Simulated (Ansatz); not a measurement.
Antifluorite Mg2Sn, treated with PBE0 (Ansatz, a quantum-chemistry and plane-wave program, plane waves, PAW).

Numerical settings: plane-wave cutoff 460 eV, 6×6×6 k mesh, Fermi–Dirac smearing 0.01 eV, scalar-relativistic PAW data made under PBE.

Cell (relaxed at this level):

```cif
data_Mg2Sn
_chemical_formula_sum 'Mg2 Sn1'
_space_group_name_H-M_alt 'P 1'
_space_group_IT_number 1
_cell_length_a 4.78126
_cell_length_b 4.78126
_cell_length_c 4.78126
_cell_angle_alpha 60.000
_cell_angle_beta 60.000
_cell_angle_gamma 60.000
loop_
_space_group_symop_operation_xyz
  'x, y, z'
loop_
_atom_site_label
_atom_site_type_symbol
_atom_site_fract_x
_atom_site_fract_y
_atom_site_fract_z
_atom_site_occupancy
Mg1 Mg 0.25000 0.25000 0.25000 1
Mg2 Mg 0.75000 0.75000 0.75000 1
Sn1 Sn 0.00000 0.00000 0.00000 1
```

### Question
Estimate the bulk modulus, band gap, smallest direct gap on the k points sampled and pressure derivative B′ of the bulk modulus that the calculation returns.

### Answer

- bulk modulus: 46.1 GPa
- band gap: 0.77 eV (on the SCF k mesh)
- smallest direct gap on the k points sampled: 2.62 eV
- pressure derivative B′ of the bulk modulus: 4.1

Measured, for comparison: band gap 0.36 eV (temperature not stated, not corrected to a static lattice, indirect, Γ–X; as tabulated in Ryu et al. (2019), arXiv:1905.06140).

Spin–orbit coupling is not included.

The computed numbers hold no vibrational or temperature effects.

The result took roughly 12 core-minutes.
